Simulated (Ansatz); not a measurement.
Geometry optimisation, RKS PBE0-D4/STO-3G (Ansatz).

Input:

```yaml
crystal:
  periodic: [false, false, false]
  atoms:
    - { symbol: "N", position_ang: [1.3846, -2.6976, 0.0736] }
    - { symbol: C, position_ang: [0.6702, -1.3498, 0.0264] }
    - { symbol: C, position_ang: [0.0985, -0.2754, -0.0153] }
    - { symbol: C, position_ang: [-0.4909, 1.1067, -0.0414] }
    - { symbol: C, position_ang: [-1.1061, 2.1586, -0.0822] }
    - { symbol: O, position_ang: [-1.7095, 3.3656, -0.0948] }
    - { symbol: H, position_ang: [2.3633, -2.6083, -0.122] }
    - { symbol: H, position_ang: [0.9663, -3.3198, -0.5795] }
    - { symbol: H, position_ang: [-2.0879, 3.5736, 0.8181] }
basis:
  gaussian: { orbitals: STO-3G }
hamiltonian:
  xc: pbe0
  dispersion: d4
relax:
  f_tol: 0.02
  max_steps: 50
```

Command:

```bash
$ ansatz run input.yaml --threads 1 --pin off --max-ram 2048MiB --backend cpu --events-out ev --progress --plain --runs-dir out
```

Problem. Where does it end, and by what steps?

Solution. The forces met the threshold. Limits of this set-up: minimal basis. After 10 steps the energy has fallen by 0.904 eV; N1 moved furthest, 0.16 Å.

```
step  energy less start (eV)  largest force component (eV/Å)  accepted
   0                  0.0000                           5.095       yes
   1                 -0.8200                           1.597       yes
   2                 -0.8735                           0.550       yes
   3                 -0.8858                           0.232       yes
   4                 -0.8964                           0.193       yes
   5                 -0.9006                           0.165       yes
   6                 -0.9027                           0.104       yes
   7                 -0.9017                           0.032        no
   8                 -0.9035                           0.192       yes
   9                 -0.9041                           0.031       yes
  10                 -0.9042                           0.016       yes
```

```xyz
9
Properties=species:S:1:pos:R:3
N 1.301 -2.556 0.083
C 0.694 -1.313 -0.020
C 0.135 -0.235 -0.009
C -0.493 0.990 -0.022
C -1.058 2.065 0.007
O -1.637 3.283 -0.139
H 2.329 -2.505 -0.114
H 0.875 -3.253 -0.576
H -2.057 3.477 0.773
```

Run time: 21 s on 1 thread of Arm Neoverse V1 (shared host), peak memory 0.12 GiB.
